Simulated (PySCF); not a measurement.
First SCF of a structure search on singlet NO(OH), at a hand-made linear (heavy-atom frame) geometry. PySCF input:

```python
from pyscf import gto, scf, dft
mol = gto.M(atom='''
N      0.000000     0.000000     0.000000
O      0.000000     0.000000     1.170000
O      0.000000     0.000000    -1.340000
H      0.735400     0.000000    -1.957100''',
    basis={'N': 'def2-TZVP', 'O': 'def2-TZVP', 'H': 'def2-TZVP'},
    charge=0, spin=0)
mf = dft.RKS(mol, xc='PBE')
mf.grids.atom_grid = (50, 194)
aux = {'N': 'def2-universal-JKFIT', 'O': 'def2-universal-JKFIT', 'H': 'def2-universal-JKFIT'}
mf = mf.density_fit(auxbasis=aux)
mf.conv_tol = 1e-08
mf.diis_space = 10
mf.max_cycle = 60
mf.init_guess = 'minao'
mf.verbose = 4
mf.kernel()
```

Excerpt of the output (cycles and frontier levels); where DIIS stalls, ADIIS, DIIS with a small level shift and a second-order solver take over in turn:

```
init E= -206.058923053509
  HOMO = -0.137844123138067  LUMO = -0.11719861894905  gap/eV = 0.56179
cycle= 1 E= -205.256159863576  delta_E= 0.803  |g|= 0.839  |ddm|= 2.41
  HOMO = -0.105909509433573  LUMO = -0.0566451062684605  gap/eV = 1.34055
cycle= 2 E= -203.530719807371  delta_E= 1.73  |g|= 2.88  |ddm|= 4.91
  HOMO = -0.120535985863278  LUMO = -0.111263140922709  gap/eV = 0.25233
cycle= 3 E= -204.99519867809  delta_E= -1.46  |g|= 1.37  |ddm|= 5.34
  HOMO = -0.0993674307596192  LUMO = -0.094181778082574  gap/eV = 0.14111
cycle= 4 E= -205.196061969722  delta_E= -0.201  |g|= 0.794  |ddm|= 5.22
  HOMO = -0.147188576558779  LUMO = -0.143108956351111  gap/eV = 0.11101
cycle= 5 E= -205.33952886461  delta_E= -0.143  |g|= 0.44  |ddm|= 5.01
  HOMO = -0.105766138899422  LUMO = -0.10476139608937  gap/eV = 0.02734
cycle= 6 E= -205.379673025365  delta_E= -0.0401  |g|= 0.16  |ddm|=  1.9
  HOMO = -0.122731417987451  LUMO = -0.120264440361107  gap/eV = 0.06713
... 95 lines left out ...
cycle= 56 E= -205.319864967483  delta_E= 0.000991  |g|= 0.29  |ddm|= 0.074
  HOMO = -0.11374013407598  LUMO = -0.110398033864139  gap/eV = 0.09094
cycle= 57 E= -205.318135936109  delta_E= 0.00173  |g|= 0.294  |ddm|= 0.263
  HOMO = -0.11201260653057  LUMO = -0.110439094659497  gap/eV = 0.04282
cycle= 58 E= -205.363982611959  delta_E= -0.0458  |g|= 0.178  |ddm|= 2.41
  HOMO = -0.117438383713593  LUMO = -0.101604165005074  gap/eV = 0.43087
cycle= 59 E= -205.382624087364  delta_E= -0.0186  |g|= 0.125  |ddm|= 1.43
  HOMO = -0.115724038092843  LUMO = -0.0993301692350342  gap/eV = 0.44610
cycle= 60 E= -205.380105307889  delta_E= 0.00252  |g|= 0.151  |ddm|= 0.214
SCF not converged.
init E= -206.058923053509
  HOMO = -0.137844123138067  LUMO = -0.11719861894905  gap/eV = 0.56179
cycle= 1 E= -205.256159863576  delta_E= 0.803  |g|= 0.839  |ddm|= 2.41
  HOMO = -0.105909509433573  LUMO = -0.0566451062684605  gap/eV = 1.34055
cycle= 2 E= -203.530719807371  delta_E= 1.73  |g|= 2.88  |ddm|= 4.91
  HOMO = -0.108258300472423  LUMO = -0.10693800819939  gap/eV = 0.03593
cycle= 3 E= -205.128562220484  delta_E= -1.6  |g|= 1.15  |ddm|= 5.33
  HOMO = -0.10767158049987  LUMO = -0.0773805109581193  gap/eV = 0.82426
cycle= 4 E= -204.845549143311  delta_E= 0.283  |g|= 1.46  |ddm|=  5.3
  HOMO = -0.114734969060839  LUMO = -0.112659670671067  gap/eV = 0.05647
cycle= 5 E= -205.379173043818  delta_E= -0.534  |g|= 0.19  |ddm|=  4.1
  HOMO = -0.128466690859273  LUMO = -0.122225221510962  gap/eV = 0.16984
cycle= 6 E= -205.149962704895  delta_E= 0.229  |g|= 0.883  |ddm|= 4.12
  HOMO = -0.121415233904731  LUMO = -0.11880942451842  gap/eV = 0.07091
... 11 lines left out ...
cycle= 13 E= -205.369470070637  delta_E= -0.000534  |g|= 0.235  |ddm|= 2.16
  HOMO = -0.111459588688955  LUMO = -0.110435648034279  gap/eV = 0.02786
cycle= 14 E= -205.384603462146  delta_E= -0.0151  |g|=  0.1  |ddm|=  1.6
cycle= 15 E= -205.380980372425  delta_E= 0.00362  |g|= 0.126  |ddm|=  1.1
cycle= 16 E= -205.31924504534  delta_E= 0.0617  |g|= 0.281  |ddm|= 3.24
cycle= 17 E= -205.385982842825  delta_E= -0.0667  |g|= 0.0657  |ddm|= 2.82
cycle= 18 E= -205.319668810962  delta_E= 0.0663  |g|= 0.277  |ddm|= 2.82
cycle= 19 E= -205.380427384372  delta_E= -0.0608  |g|= 0.112  |ddm|= 2.97
cycle= 20 E= -205.37232714329  delta_E= 0.0081  |g|= 0.142  |ddm|=    2
SCF not converged.
init E= -205.37232714329
  HOMO = -0.0965496148362917  LUMO = -0.0177216371217118  gap/eV = 2.14502
cycle= 1 E= -205.379260585666  delta_E= -0.00693  |g|= 0.12  |ddm|= 0.503
  HOMO = -0.116550829252752  LUMO = -0.025777204361701  gap/eV = 2.47008
cycle= 2 E= -205.381785788755  delta_E= -0.00253  |g|= 0.0901  |ddm|= 0.216
  HOMO = -0.104136385481091  LUMO = -0.012065343751957  gap/eV = 2.50538
cycle= 3 E= -205.384487207658  delta_E= -0.0027  |g|= 0.0506  |ddm|= 0.23
  HOMO = -0.107598351723198  LUMO = -0.0141825038571801  gap/eV = 2.54197
cycle= 4 E= -205.385705301621  delta_E= -0.00122  |g|= 0.0372  |ddm|= 0.186
  HOMO = -0.10990722966006  LUMO = -0.0158543250047716  gap/eV = 2.55931
cycle= 5 E= -205.386302304165  delta_E= -0.000597  |g|= 0.0217  |ddm|= 0.113
  HOMO = -0.109383038584369  LUMO = -0.0153984330773078  gap/eV = 2.55745
cycle= 6 E= -205.386473294854  delta_E= -0.000171  |g|= 0.0144  |ddm|= 0.0453
  HOMO = -0.109685195095409  LUMO = -0.0151834417770695  gap/eV = 2.57152
... 39 lines left out ...
  HOMO = -0.109922785509518  LUMO = -0.0150082034990152  gap/eV = 2.58276
cycle= 27 E= -205.386744202947  delta_E= -1.46e-06  |g|= 0.0102  |ddm|= 0.00517
  HOMO = -0.109848853680745  LUMO = -0.0148663106094924  gap/eV = 2.58461
cycle= 28 E= -205.38676533698  delta_E= -2.11e-05  |g|= 0.00652  |ddm|= 0.00836
  HOMO = -0.109935770009173  LUMO = -0.0150306730698296  gap/eV = 2.58250
cycle= 29 E= -205.386770741256  delta_E= -5.4e-06  |g|= 0.00718  |ddm|= 0.01
  HOMO = -0.10994794772904  LUMO = -0.0150496145349941  gap/eV = 2.58232
cycle= 30 E= -205.386764488577  delta_E= 6.25e-06  |g|= 0.00932  |ddm|= 0.00773
SCF not converged.
  HOMO = -0.11385737595744  LUMO = -0.10916274393368  gap/eV = 0.12775
macro= 0  E= -205.386826143044  delta_E= -6.16545e-05  |g|= 0.000132495  3 KF 10 JK
macro= 1  E= -205.386826143044  delta_E= -4.54747e-13  |g|= 3.51157e-05  1 KF 2 JK
macro X = 2  E=-205.386826143044  |g|= 3.51157e-05  total 5 KF 15 JK
converged SCF energy = -205.386826143044
```

No lower solution of this spin was found by a stability analysis within the restricted form, which does not test spin polarisation.

The search for the lowest solution, with the stability check, took 9.3 s on 2 threads of a shared Arm Neoverse V2 host, with 99 basis functions; the process peaked at 0.32 GiB. Launch command: `OMP_NUM_THREADS=2 python axn.py task.json out`.
